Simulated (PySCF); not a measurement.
CN, doublet: cost against accuracy

Geometry (MP2(full)/6-31G*, from the G2/97 set):

```xyz
2

C     0.0000    0.0000    0.0000
N     0.0000    0.0000    1.1348
```

Measured, as an electronic atomization energy: 759.0 kJ/mol (G2/97 heats of formation of molecule and atoms, with zero-point and thermal terms from B3LYP taken off; Curtiss et al., J. Chem. Phys. 106, 1063 (1997), Staroverov et al., J. Chem. Phys. 119, 12129 (2003)). The measured value holds scalar relativity and spin–orbit coupling, which all computed ones lack, and core correlation, which the wave-function levels lack. Atoms are taken at the same level; beside RHF, RMP2 and RCC rows of closed shells they are unrestricted. PySCF 2.14.0; the 6-31G* set has Cartesian d functions; a miss is computed less measured; times are wall times on shared hosts and scatter by a factor of two or so; they hold the correlated step alone (with one SCF for RCCSD(T)), and functionals start from a converged Hartree–Fock density. B3LYP has the VWN-RPA form, and B2PLYP's MP2 part freezes the cores.

```
   level    basis  miss (kJ/mol)  time of the run      hardware
     RHF   STO-3G         -555.7                –             –
     UHF   STO-3G         -510.6           0.19 s  1 CPU thread
    RMP2   STO-3G         -194.9                –             –
    UMP2   STO-3G         -272.9                –             –
 full CI   STO-3G         -176.4           0.21 s  1 CPU thread
     PBE   STO-3G            7.1            1.2 s  1 CPU thread
  r2SCAN   STO-3G          -84.3              2 s  1 CPU thread
   B3LYP   STO-3G          -94.4            1.5 s  1 CPU thread
 wB97M-V   STO-3G          -89.9            6.5 s  1 CPU thread
    RMP2    6-31G         -161.2                –             –
    UMP2    6-31G         -235.4                –             –
RCCSD(T)    6-31G         -182.1           0.52 s  1 CPU thread
UCCSD(T)    6-31G         -184.6           0.49 s  1 CPU thread
 full CI    6-31G         -176.4          2.3 min  1 CPU thread
     PBE    6-31G          -26.3            1.9 s  1 CPU thread
 wB97M-V    6-31G         -126.6            8.2 s  1 CPU thread
    RMP2  cc-pVDZ          -79.9                –             –
RCCSD(T)  cc-pVDZ         -114.7            1.4 s  1 CPU thread
UCCSD(T)  cc-pVDZ         -117.9           0.96 s  1 CPU thread
     PBE  cc-pVDZ           37.7            2.7 s  1 CPU thread
 wB97M-V  cc-pVDZ          -45.2            9.3 s  1 CPU thread
     RHF   6-31G*         -415.9                –             –
     UHF   6-31G*         -398.9           0.44 s  1 CPU thread
    RMP2   6-31G*          -63.3                –             –
    UMP2   6-31G*         -117.9                –             –
UCCSD(T)   6-31G*          -96.6            1.7 s  1 CPU thread
     PBE   6-31G*           44.4            2.2 s  1 CPU thread
   B3LYP   6-31G*          -30.3            2.2 s  1 CPU thread
 wB97M-V   6-31G*          -37.9            8.1 s  1 CPU thread
  B2PLYP   6-31G*          -42.0            3.3 s  1 CPU thread
    RMP2  cc-pVTZ          -19.2                –             –
RCCSD(T)  cc-pVTZ          -54.3             36 s  1 CPU thread
     PBE  cc-pVTZ           58.1            4.6 s  1 CPU thread
  r2SCAN  cc-pVTZ          -19.4            9.6 s  1 CPU thread
RCCSD(T)  cc-pVQZ          -30.7          2.3 min  1 CPU thread
UCCSD(T)  cc-pVQZ          -34.7          2.3 min  1 CPU thread
     PBE  cc-pVQZ           61.4              9 s  1 CPU thread
  r2SCAN  cc-pVQZ          -16.2             15 s  1 CPU thread
 wB97M-V  cc-pVQZ          -24.6             56 s  1 CPU thread
  B2PLYP  cc-pVQZ           -7.5             15 s  1 CPU thread
```

HF's time is that of a plain UHF run. A dash: the level came out of a higher level's run.

A composite of the best parts (unrestricted reference, at this geometry, which isn't the minimum of the high levels):

```
                                    part  kJ/mol
Hartree–Fock limit (T, Q; exp(−5.46 √X))  381.28
   CCSD(T) correlation limit (T, Q; X⁻³)  358.16
                    CCSDT − CCSD(T) (DZ)    4.35
                                     sum   743.8
                       sum less measured   -15.2
```
